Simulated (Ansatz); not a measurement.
Born–Oppenheimer molecular dynamics of H7NOSi (10 atoms, charge 0, multiplicity 1). It starts at the highest image of a converged band, a first-order saddle point between two minima.

All numbers below come from RKS BHLYP-D4/6-31G* in Ansatz.

- ensemble: NVE (velocity Verlet)
- time step: 0.5 fs
- steps asked: 200
- starting velocities drawn for: 300 K
- seed: 3589

First frame:

```xyz
10
Properties=species:S:1:pos:R:3
Si 0.190 -0.267 -0.029
O 0.319 0.203 1.938
H -0.512 0.407 2.365
H 1.169 0.800 -0.285
H -1.262 0.005 0.073
H 0.188 -0.949 -1.375
N 0.834 -1.771 0.919
H 0.292 -2.613 0.799
H 1.806 -1.986 0.748
H 0.624 -1.031 1.857
```

Q: How far do the bonds stretch over the last three quarters of this one trajectory? (Pairs bonded in most of those frames.)

A: 
| bond | mean (Å) | spread (Å) | shortest | longest |
| --- | --- | --- | --- | --- |
| Si1–O2 | 1.719 | 0.130 | 1.54 | 2.02 |
| Si1–H4 | 1.488 | 0.017 | 1.45 | 1.52 |
| Si1–H5 | 1.497 | 0.012 | 1.47 | 1.52 |
| Si1–H6 | 1.500 | 0.033 | 1.44 | 1.56 |
| O2–H3 | 0.959 | 0.012 | 0.94 | 0.98 |
| N7–H8 | 1.011 | 0.019 | 0.97 | 1.05 |
| N7–H9 | 1.011 | 0.022 | 0.97 | 1.05 |
| N7–H10 | 1.023 | 0.050 | 0.94 | 1.14 |

Mean temperature of the second half: 1121 K. The conserved energy stayed within 0.26 meV per atom of its start (net change -0.069 meV per atom), so the integration is sound. The kinetic energy rose, since the run started high on the potential surface and went downhill. It ends in pieces (H3N + H4OSi), so much of that is their flight and rotation, not heat. A run of 0.1 ps of so small a system gives no equilibrium averages. The orbitals stay closed-shell, which can raise the energy where a bond breaks towards radicals; this wasn't checked here.

Time of the run: 6.5 min on 1 thread of Arm Neoverse V2, on a shared host, peak memory 0.12 GiB.
